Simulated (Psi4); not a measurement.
**A workflow on CH3BO (Borane carbonyl)**

Aim: a geometry optimisation (CAM-B3LYP/aug-cc-pVDZ), then the harmonic vibrations, then the energy (SCS-MP2/aug-cc-pVDZ) of CH3BO (Borane carbonyl). 

Program for the calculation: Psi4 1.11.

## Step 1: Starting point

CH3BO has 6 atoms, charge 0, and is taken as a singlet. SMILES: `[BH3-]C#[O+]`. The shape is that of a PBE0-D4/def2-TZVP optimisation. The run starts from this shape.

Bond lengths: B1–C2 1.512 Å, C2–O3 1.127 Å, B1–H4 1.209 Å, B1–H5 1.209 Å, B1–H6 1.209 Å. Angles: B1–C2–O3 179.9°, C2–B1–H4 104.6°, C2–B1–H5 104.5°, C2–B1–H6 104.5°, H4–B1–H5 113.9°, H4–B1–H6 113.9°, H5–B1–H6 113.9°.

## Step 2: A structure relaxation at CAM-B3LYP/aug-cc-pVDZ (density fitting) (run 1)

The input, input.dat:

```
memory 1600 mb

molecule {
  0 1
  B     -0.275160     0.419730    -0.199910
  C      0.494180    -0.755680     0.359250
  O      1.068320    -1.631140     0.776320
  H     -1.437140     0.121710    -0.050320
  H      0.069540     0.485120    -1.356800
  H      0.080260     1.360240     0.471460
  units angstrom
}

set {
  basis        aug-cc-pVDZ
  geom_maxiter 60
}

energy_value, wavefunction = opt('cam-b3lyp', return_wfn=True)
```

On the command line:

```sh
$ psi4 input.dat output.dat -n 1
```

output.dat:

```text
[...]
  Running in c1 symmetry.
[...]
  Nuclear repulsion =   56.830250486033535
[...]
  Multiplicity = 1
[...]
  Nalpha       = 11
  Nbeta        = 11
[...]
    Number of basis functions: 96
[...]
   @DF-RKS iter   1:  -139.78779718442055   -6.66322e-01   4.86691e-03 ADIIS/DIIS
[...]
   @DF-RKS iter   7:  -139.91178359932843   -2.24532e-12   2.59032e-09 DIIS
[...]
    Orbital Energies [Eh]
    ---------------------
    Doubly Occupied:
       1A    -19.365686     2A    -10.443748     3A     -6.794471
       4A     -1.290246     5A     -0.742616     6A     -0.649674
       7A     -0.589687     8A     -0.589685     9A     -0.469420
      10A     -0.402412    11A     -0.402402
[...]
  @DF-RKS Final Energy:  -139.91178359932843
   => Energetics <=
    Nuclear Repulsion Energy =             56.4729341171689825
    One-Electron Energy =                -299.8388857350295780
    Two-Electron Energy =                 117.2822472296580258
    DFT Exchange-Correlation Energy =     -13.8280792111258730
    Empirical Dispersion Energy =           0.0000000000000000
    VV10 Nonlocal Energy =                  0.0000000000000000
    Total Energy =                       -139.9117835993284302
[...]
  -Total Gradient:
     Atom            X                  Y                   Z
    ------   -----------------  -----------------  -----------------
       1        0.000046778769    -0.000088038461     0.000035628579
       2       -0.000120092200     0.000165260442    -0.000085153966
       3        0.000085014542    -0.000112759796     0.000059794364
       4       -0.000008375756     0.000016206286    -0.000007113282
       5       -0.000007112847     0.000014123992    -0.000005968838
       6       -0.000004506995     0.000013413874    -0.000002995069
[...]
```

The script printed:

```text
Optimizer: Optimization complete!
```

Wall time 36 s (1 thread of Intel Xeon Platinum 8259CL at 2.50GHz (Skylake/Cascade Lake), shared host); peak memory 0.68 GiB.

Step by step:

```
step  energy from the first frame kept (eV)  largest force (eV/Å)
   0                                 0.0000                0.5460
   1                                -0.0049                0.1363
   2                                -0.0052                0.0492
   3                                -0.0052                0.0114
```

After the run. Bond lengths: B1–C2 1.531 Å, C2–O3 1.131 Å, B1–H4 1.213 Å, B1–H5 1.213 Å, B1–H6 1.213 Å. Angles: B1–C2–O3 180.0°, C2–B1–H4 104.4°, C2–B1–H5 104.4°, C2–B1–H6 104.3°, H4–B1–H5 114.1°, H4–B1–H6 114.1°, H5–B1–H6 114.1°.

## Step 3: Vibrational wavenumbers at CAM-B3LYP/aug-cc-pVDZ (density fitting) (run 2)

The input, calc.dat:

```
memory 1600 mb

molecule {
  B     -0.282058     0.430899    -0.204987
  C      0.496667    -0.759099     0.361008
  O      1.072310    -1.638002     0.779307
  H     -1.446797     0.128263    -0.053335
  H      0.065725     0.493578    -1.365320
  H      0.076139     1.372842     0.470121
}

set t 298.15
set rotational_symmetry_number 3

result, w = frequency("cam-b3lyp/aug-cc-pVDZ", return_wfn=True)
print_variables()
```

On the command line:

```sh
$ psi4 -i calc.dat -o calc.out -n 1
```

calc.out:

```text
[...]
  Running in c1 symmetry.
[...]
  Nuclear repulsion =   56.472944222684426
[...]
  Multiplicity = 1
[...]
  Nalpha       = 11
  Nbeta        = 11
[...]
    Number of basis functions: 96
[...]
   @DF-RKS iter   1:  -139.78943852126451   -6.90029e-01   4.83832e-03 ADIIS/DIIS
[...]
   @DF-RKS iter  10:  -139.91178215874143   -4.29168e-12   4.56732e-09 DIIS
[...]
  @DF-RKS Final Energy:  -139.91178215874143
   => Energetics <=
    Nuclear Repulsion Energy =             56.4801659205467246
    One-Electron Energy =                -299.8529489733406308
    Two-Electron Energy =                 117.2896534416503442
    DFT Exchange-Correlation Energy =     -13.8286525475978621
    Empirical Dispersion Energy =           0.0000000000000000
    VV10 Nonlocal Energy =                  0.0000000000000000
    Total Energy =                       -139.9117821587414312
[...]
  -Total Gradient:
     Atom            X                  Y                   Z
    ------   -----------------  -----------------  -----------------
       1        0.000317862533     0.000237567260    -0.000371077554
       2       -0.000133767403     0.000138918186    -0.000149701575
       3        0.000097253534    -0.000110370724     0.000079196590
       4       -0.000007648773     0.000010938285    -0.000007822598
       5       -0.000174866589     0.000016715366     0.000765410531
       6       -0.000107639994    -0.000285217680    -0.000322135948
[...]
  ==> Harmonic Vibrational Analysis <==
[...]
  Freq [cm^-1]                 305.6182            307.1824            743.5034
[...]
  Freq [cm^-1]                 821.6876            822.1595           1096.7423
[...]
  Freq [cm^-1]                1118.1911           1118.6705           2239.4374
[...]
  Freq [cm^-1]                2476.5107           2555.8221           2556.1449
[...]
```

Standard output:

```text
Warning: used thermodynamics relations inappropriate for low-frequency modes: ['305.6182' '307.1824']
```

It took 5.7 min on 1 thread of Intel Xeon Platinum 8259CL at 2.50GHz (Skylake/Cascade Lake), shared host; peak memory 0.7 GiB.

## Step 4: A single-point energy at SCS-MP2/aug-cc-pVDZ (density fitting) (run 3)

The input, job.inp:

```
memory 1600 mb

molecule geom {
  0 1
  B     -0.282058     0.430899    -0.204987
  C      0.496667    -0.759099     0.361008
  O      1.072310    -1.638002     0.779307
  H     -1.446797     0.128263    -0.053335
  H      0.065725     0.493578    -1.365320
  H      0.076139     1.372842     0.470121
  symmetry c1
}

set {
  basis       aug-cc-pVDZ
  freeze_core true
}

e, wfn = energy("scs-mp2", return_wfn=True)
print_variables()
```

On the command line:

```sh
$ psi4 -n 1 job.inp job.out
```

job.out:

```text
[...]
  Running in c1 symmetry.
[...]
  Nuclear repulsion =   56.472944222684433
[...]
  Multiplicity = 1
[...]
  Nalpha       = 11
  Nbeta        = 11
[...]
    Number of basis functions: 96
[...]
   @RHF iter   1:  -139.08570188123863   -9.42260e-01   3.56131e-03 DIIS/ADIIS
[...]
   @RHF iter  11:  -139.15703608206388   -1.22213e-12   1.24290e-09 DIIS
[...]
  @RHF Final Energy:  -139.15703608206388
   => Energetics <=
    Nuclear Repulsion Energy =             56.4729442226844327
    One-Electron Energy =                -299.4757446312402180
    Two-Electron Energy =                 103.8457643264919028
    Total Energy =                       -139.1570360820638825
[...]
 Multipole Moments:
 ------------------------------------------------------------------------------------
     Multipole            Electronic (a.u.)      Nuclear  (a.u.)        Total (a.u.)
 ------------------------------------------------------------------------------------
 L = 1.  Multiply by 2.5417464519 to convert [e a0] to [Debye]
 Dipole X            :          2.1084414           -1.7779821            0.3304593
 Dipole Y            :         -3.2226507            2.7173041           -0.5053466
 Dipole Z            :          1.5325648           -1.2923353            0.2402295
 Magnitude           :                                                    0.6498374
[...]
	SCS-MP2 Total Energy (a.u.)        :  -139.57479840424631
	SOS-MP2 Total Energy (a.u.)        :  -139.57216715265761
	SCSN-MP2 Total Energy (a.u.)       :  -139.33953617143163
[...]
	SOS-PI-MP2 Total Energy (a.u.)     :  -139.60410031193405
[...]
	MP2 Total Energy (a.u.)            :  -139.58006090742361
[...]
```

Run time: 9.3 s. Hardware: 1 thread of Intel Xeon Platinum 8259CL at 2.50GHz (Skylake/Cascade Lake), shared host; peak memory 0.55 GiB.

## Step 5: Results

| quantity | value |
| --- | --- |
| run 1, CAM-B3LYP/aug-cc-pVDZ: total energy at the end | -139.91178 Eh |
| run 1, CAM-B3LYP/aug-cc-pVDZ: dipole moment | 1.47 D |
| run 1, CAM-B3LYP/aug-cc-pVDZ: HOMO energy | -10.95 eV |
| run 1, CAM-B3LYP/aug-cc-pVDZ: LUMO energy | -0.32 eV |
| run 1, CAM-B3LYP/aug-cc-pVDZ: HOMO–LUMO gap | 10.63 eV |
| run 2, CAM-B3LYP/aug-cc-pVDZ: lowest harmonic wavenumber | 306 cm⁻¹ |
| run 2, CAM-B3LYP/aug-cc-pVDZ: highest harmonic wavenumber | 2556 cm⁻¹ |
| run 2, CAM-B3LYP/aug-cc-pVDZ: zero-point energy | 96.7 kJ/mol |
| run 2, CAM-B3LYP/aug-cc-pVDZ: ideal-gas entropy at 298.15 K (symmetry number 3 as used) | 59.6 cal/(mol K) |
| run 3, SCS-MP2/aug-cc-pVDZ: total energy | -139.57480 Eh |
| run 3, SCS-MP2/aug-cc-pVDZ: HOMO energy (Hartree–Fock orbitals) | -12.80 eV |
| run 3, SCS-MP2/aug-cc-pVDZ: LUMO energy (Hartree–Fock orbitals) | 1.04 eV |
| run 3, SCS-MP2/aug-cc-pVDZ: HOMO–LUMO gap (Hartree–Fock orbitals) | 13.83 eV |
| run 3, SCS-MP2/aug-cc-pVDZ: correlation energy (3 core orbitals frozen) | -417.8 mEh |

**Reading.** The optimisation (run 1, CAM-B3LYP/aug-cc-pVDZ) took 4 steps and changed the energy by -0.005 eV. All 12 modes (run 2, CAM-B3LYP/aug-cc-pVDZ) are real, so the shape is a minimum at this level.
